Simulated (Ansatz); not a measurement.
# BHCl2 (singlet): the correlation ladder, cc-pVTZ

The task here is to estimate one member of a computed series from the others.

The runs use Ansatz 0.2.0, Gaussian basis; cc-pVTZ, core rule «outside noble gas», up to 11 orbitals frozen.

Plan: UHF; CCSD(T) on RHF; BCCD(T) on RHF; CCSDT(Q) on RHF; CASSCF and NEVPT2, 18 electrons in 13 orbitals.

8 further runs of the same task are left out: 8 set aside as unsound or not needed.

### What is computed

The geometry is a PBE0/def2-TZVP stationary point (not a proven minimum).

4 atoms, charge 0, spin multiplicity 1.

Atoms are counted from 1 here; the program's logs count them from 0.

Bond lengths: B1–Cl2 1.734 Å, B1–Cl3 1.734 Å, B1–H4 1.187 Å. Angles: Cl2–B1–Cl3 120.7°, Cl2–B1–H4 119.6°, Cl3–B1–H4 119.6°.

The first run:

Input file in.yaml:

```yaml
crystal:
  periodic: [false, false, false]
  atoms:
    - {symbol: B, position_ang: [0.000000, -0.720350, 0.000000]}
    - {symbol: Cl, position_ang: [0.000000, 0.136941, -1.507441]}
    - {symbol: Cl, position_ang: [0.000000, 0.136941, 1.507441]}
    - {symbol: H, position_ang: [0.000000, -1.907074, 0.000000]}
basis:
  gaussian: {orbitals: cc-pVTZ}
magnetization: {spin_polarized: true, initial_magnetization: 0}
hamiltonian: {xc: hf}
output: {orbitals: {seedname: orbitals}}
```

On the command line:

```console
$ ansatz run in.yaml --threads 1 --pin off --events-out ev --progress --plain --max-ram 4096MiB --backend cpu
```

Steps of the session up to this table: UHF; CCSD(T) on RHF; BCCD(T) on RHF; CCSDT(Q) on RHF; CASSCF and NEVPT2, 18 electrons in 13 orbitals.

One of the session's tables, all rows but one given; the rest of the session is left out.

It belongs to the step «Misses and costs». 

| method | from RCCSDT(Q) (kcal/mol) |
| --- | --- |
| RHF | +336.53 |
| RMP2 | +38.12 |
| RCCSD | ? |
| RCCSD(T) | +1.26 |
| BCCD(T) | +1.18 |
| RCCSDT | +0.63 |
| RCCSDT(Q) | 0 |
| CASSCF valence | +292.41 |
| NEVPT2 valence | +62.67 |

**Question.** Estimate the row for RCCSD.

**Answer.** from RCCSDT(Q) (kcal/mol): +15.01. In the column «from RCCSDT(Q) (kcal/mol)» it lies between RCCSD(T) (+1.26) and RMP2 (+38.12).

With the free atoms at the same levels and basis (separate runs), the atomisation energy is 13.145 eV at RCCSDT(Q), 13.144 eV at RCCSD(T), 10.545 eV at RHF.
